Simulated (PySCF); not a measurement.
Molecule: SMILES CC(C)N(C)C, C₅H₁₃N.

Bonds (- single, = double, # triple, : aromatic): C1-C2, C2-C3, C2-N4, N4-C5, N4-C6. C1 carries H7, H8, H9; C2 carries H10; C3 carries H11, H12, H13; C5 carries H14, H15, H16; C6 carries H17, H18, H19.

Geometry PBE0-D3(BJ)/def2-SVP throughout; GIAO in PySCF 2.14, gas phase, one conformer, non-relativistic; equivalent atoms averaged; functional PBE0.

**Question.** How do the shifts δ (against TMS, NH3 at the same level) depend on the basis set? (ppm; last column core-seconds on shared hosts with different chips, so compare them loosely)

**Answer.** 
```tsv
basis set	functions	C2	C5/C6	C1/C3	N4	H10	H14/H15/H16/H17/H18/H19	H7/H8/H9/H11/H12/H13	core-s
STO-3G	43	48.3	36.9	19.5	-2.7	1.47	1.23	0.70	4.1
6-31G	80	52.4	38.1	17.5	21.5	2.82	2.33	1.11	8.5
pcSseg-0	80	54.2	41.6	19.3	19.2	2.36	2.16	0.99	7.4
6-31G*	110	51.8	38.0	16.9	21.0	2.78	2.16	0.96	12
def2-SVP	149	52.2	37.9	16.4	28.3	2.47	2.01	0.85	18
cc-pVDZ	149	55.4	38.7	17.4	35.8	2.57	2.07	0.89	16
pcSseg-1	167	55.1	39.4	17.0	37.9	2.47	2.14	0.92	14
6-311+G(2d,p)	240	55.4	38.4	16.2	38.1	2.73	2.20	0.90	34
aug-cc-pVDZ	255	55.4	37.3	16.1	36.3	2.78	2.31	0.99	35
def2-TZVP	264	56.8	39.4	17.0	39.9	2.76	2.20	0.92	44
```

**Question.** Which nucleus moves most, in ppm?

**Answer.** N4 (amine nitrogen): from -2.7 ppm with STO-3G to 39.9 ppm with def2-TZVP. The smallest spread is 0.41 ppm, at H7/H8/H9/H11/H12/H13. Proton shifts span only some 12 ppm, so a few tenths of a ppm matter as much there as several ppm in carbon.

**Question.** Taking the largest basis, def2-TZVP (264 functions), as the yardstick, rank the others by their worst heavy-atom deviation.

**Answer.** 6-311+G(2d,p) 1.8 ppm (240 functions), pcSseg-1 2.0 ppm (167 functions), aug-cc-pVDZ 3.6 ppm (255 functions), cc-pVDZ 4.1 ppm (149 functions), def2-SVP 11.6 ppm (149 functions), 6-31G 18.4 ppm (80 functions), 6-31G* 18.9 ppm (110 functions), pcSseg-0 20.7 ppm (80 functions), STO-3G 42.6 ppm (43 functions).

A small basis that lands close on one nucleus may do so by chance; judge by the trend and by all nuclei.
